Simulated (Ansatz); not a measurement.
**Pulling the pair apart**

The pair of NH3 (SMILES N, atoms 1–4) and H2S (SMILES S, atoms 5–7), both closed shells, in one local arrangement (a lower one may exist), relaxed at PBE0-D4/def2-TZVP:

```
7
angstrom
N -0.0734 0.0665 -1.1600
H 0.4452 0.8501 -1.5375
H 0.3632 -0.7801 -1.5037
H -1.0076 0.1039 -1.5493
S -0.2424 0.2765 2.2995
H 0.6705 -0.6842 2.5039
H -0.1554 0.1673 0.9471
```

H2S is shifted rigidly along the line between the mean atom positions of the two fragments (negative: closer). Counterpoise interaction energies in kJ/mol. Program: Ansatz 0.2.0. Basis: def2-TZVPPD. Cores are frozen in the correlated methods.

```tsv
shift (Å)	MP2	PBE-D4	HF
-0.35	-3.6	-13.6	15.7
-0.17	-11.1	-18.7	3.2
0.00	-14.0	-19.7	-3.5
0.17	-14.3	-18.6	-6.7
0.42	-12.9	-15.8	-8.0
0.87	-9.1	-10.5	-6.8
1.74	-4.1	-4.4	-3.5
3.47	-1.1	-1.1	-1.0
```

Task: What does CCSD(T) give at these shifts? (To be estimated.)

Result: The calculation gives: -0.2, -8.8, -12.4, -13.3, -12.3, -8.8, -3.9, -1.0 kJ/mol. For zero shift, CCSD(T) at an estimated basis limit (MP2 extrapolated from triple and quadruple zeta, plus CCSD(T) − MP2 in triple zeta) gives -14.2 kJ/mol. These are counterpoise interaction energies, counted from the two frozen fragments.

T1 diagnostic: at most 0.010.

For scale, one of the runs: CCSD(T)/def2-TZVPPD, 173 basis functions, launched by `ansatz run in.yaml --threads 2 --pin off --events-out ev --progress --plain --max-ram 5222MiB`. The run took 14 s on 2 CPU threads of an Arm Neoverse V2 (shared host), with 1.4 GiB of host memory at its peak.
